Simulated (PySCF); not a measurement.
**Unknown compound**

The spectra below were simulated for a compound C₂HF₃O.

¹H NMR (400 MHz, computed): δ 9.39 (q, J = 4.6 Hz, 1H).

¹³C{¹H} NMR (computed): δ 187.0 (CH, q, J = 42.2 Hz), 123.8 (C, q, J = 364.2 Hz).

Averaged over atoms made equivalent by symmetry, fast rotation or ring inversion, non-relativistic, gas phase, one conformer. NMR shieldings at PBE0/pcSseg-1/GIAO; spin–spin couplings from B3LYP/pcJ-1; GFN2-xTB geometry; PySCF 2.14.

References, each an isolated molecule treated in the same way: ¹H, ¹³C against TMS.

Task: Propose a structure and justify it.

Result: 
- Rings plus π bonds: 1 (no ring in the answer).
- 2 carbon signals for 2 carbons: no two carbons are equivalent.
- Carbon types of the structure: 1 × C, 1 × CH, which accounts for all hydrogens.
- δC 187.0: aldehyde carbonyl carbon; the double bond to the heteroatom, with no lone-pair donor beside it, deshields it most.
- δC 123.8: CF3 carbon; 3 electronegative neighbours deshield it.
- δH 9.39: hydrogen on an aldehyde carbonyl carbon; the C=O anisotropy and electron withdrawal place aldehyde protons far downfield.

These data were computed for `InChI=1S/C2HF3O/c3-2(4,5)1-6/h1H`.

The shifts were computed for this structure.

Common functionals overestimate the size of one-bond C–F couplings by tens of Hz; these are unscaled. Splittings below 1 Hz are ignored in the labels, and close J values are merged. Shifts are as computed. Against solution values, carbons near 30 ppm lie about +3 ppm off and those near 130 ppm about +5 ppm. Of 1211 compounds with measured shifts, 218 miss one by over three times the rms of a fit or turn the order of signals round; such compounds aren't used in these exercises.
